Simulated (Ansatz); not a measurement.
# C₃H₂ (SMILES C1=CC=1): functionals against CCSD(T) at one geometry

How do the functionals fare away from a minimum? The structure is a structure displaced at random from a GFN2-xTB minimum.

Program: Ansatz 0.2.0, Gaussian basis. Level of theory: single points in def2-TZVPP. These are calculated values, not measurements.

Cores are frozen in the correlated methods.

**1. Starting geometry**

5 atoms, charge 0, spin multiplicity 1.

Atoms are counted from 1 here; the program's logs count them from 0.

Bond lengths: C1–C2 1.284 Å, C1–C3 1.269 Å, C2–C3 1.213 Å, C2–H4 1.073 Å, C3–H5 1.176 Å. Angles: C2–C1–C3 56.7°, C1–C2–C3 61.0°, C1–C2–H4 145.1°, C3–C2–H4 153.6°, C1–C3–C2 62.3°, C1–C3–H5 169.0°, C2–C3–H5 128.5°.

As a file:

```xyz
5
C3H2
C    -0.33180   -0.03350    1.07110
C    -0.30660   -0.43690   -0.14760
C     0.28870    0.57740    0.14830
H    -0.68580   -1.16040   -0.84340
H     0.95030    1.26490   -0.53890
```

**2. CCSD(T)/def2-TZVPP**

File run/in.yaml:

```yaml
crystal:
  periodic: [false, false, false]
  atoms:
    - {symbol: C, position_ang: [-0.331800, -0.033500, 1.071100]}
    - {symbol: C, position_ang: [-0.306600, -0.436900, -0.147600]}
    - {symbol: C, position_ang: [0.288700, 0.577400, 0.148300]}
    - {symbol: H, position_ang: [-0.685800, -1.160400, -0.843400]}
    - {symbol: H, position_ang: [0.950300, 1.264900, -0.538900]}
basis:
  gaussian: {orbitals: def2-TZVPP}
correlation: {method: ccsd_t}
output: {forces: true}
```

No record of the launch command was kept for these runs.

**3. PBE0-D4/def2-TZVPP**

Changes to run/in.yaml since step 2:

```diff
@@ -10,3 +10,3 @@
   gaussian: {orbitals: def2-TZVPP}
-correlation: {method: ccsd_t}
-output: {forces: true}
+hamiltonian: {xc: pbe0, dispersion: d4}
+output: {forces: true, orbitals: {seedname: orbitals}}
```

**4. wB97M-V/def2-TZVPP**

Changes to run/in.yaml since step 3:

```diff
@@ -10,3 +10,3 @@
   gaussian: {orbitals: def2-TZVPP}
-hamiltonian: {xc: pbe0, dispersion: d4}
-output: {forces: true, orbitals: {seedname: orbitals}}
+hamiltonian: {xc: {name: wB97M-V}}
+output: {forces: true}
```

**5. r2SCAN-D4/def2-TZVPP**

Changes to run/in.yaml since step 4:

```diff
@@ -10,3 +10,3 @@
   gaussian: {orbitals: def2-TZVPP}
-hamiltonian: {xc: {name: wB97M-V}}
+hamiltonian: {xc: r2scan, dispersion: d4}
 output: {forces: true}
```

**6. PBE-D4/def2-TZVPP**

Changes to run/in.yaml since step 5:

```diff
@@ -10,3 +10,3 @@
   gaussian: {orbitals: def2-TZVPP}
-hamiltonian: {xc: r2scan, dispersion: d4}
+hamiltonian: {xc: pbe, dispersion: d4}
 output: {forces: true}
```

**7. B97M-V/def2-TZVPP**

Changes to run/in.yaml since step 6:

```diff
@@ -10,3 +10,3 @@
   gaussian: {orbitals: def2-TZVPP}
-hamiltonian: {xc: pbe, dispersion: d4}
+hamiltonian: {xc: {name: B97M-V}}
 output: {forces: true}
```

**8. wB97X-V/def2-TZVPP**

Changes to run/in.yaml since step 7:

```diff
@@ -10,3 +10,3 @@
   gaussian: {orbitals: def2-TZVPP}
-hamiltonian: {xc: {name: B97M-V}}
+hamiltonian: {xc: {name: wB97X-V}}
 output: {forces: true}
```

(Steps that only read results are left out.)

Q: Predict the outcome of this session. Wanted: energy less free atoms, CCSD(T)/def2-TZVPP; RMS force component; RMS force error; HOMO and LUMO, PBE0-D4; T1 diagnostic.

The runs gave:

| quantity | value |
| --- | --- |
| energy less free atoms, CCSD(T)/def2-TZVPP | -19.795 eV |
| RMS force component | 5.981 to 6.444 eV/Å over the methods |
| RMS force error | PBE0-D4 0.463, wB97M-V 0.410, r2SCAN-D4 0.421, PBE-D4 0.312, B97M-V 0.480, wB97X-V 0.325 eV/Å |
| HOMO and LUMO, PBE0-D4 | -6.28 and -0.38 eV |
| T1 diagnostic | 0.009 |

In words: Against CCSD(T) the functionals' energies less atoms differ by -1.792 to -0.985 eV, PBE-D4 by -1.792 eV. CCSD(T) in triple zeta still lacks some correlation energy of the bonds, so part of these gaps is its own basis error and they don't rank the functionals. The forces of PBE-D4 come nearest to CCSD(T), those of B97M-V are farthest. Frozen-core CCSD(T) forces in triple zeta carry basis errors of their own, and this is one geometry, so small gaps rank nothing.
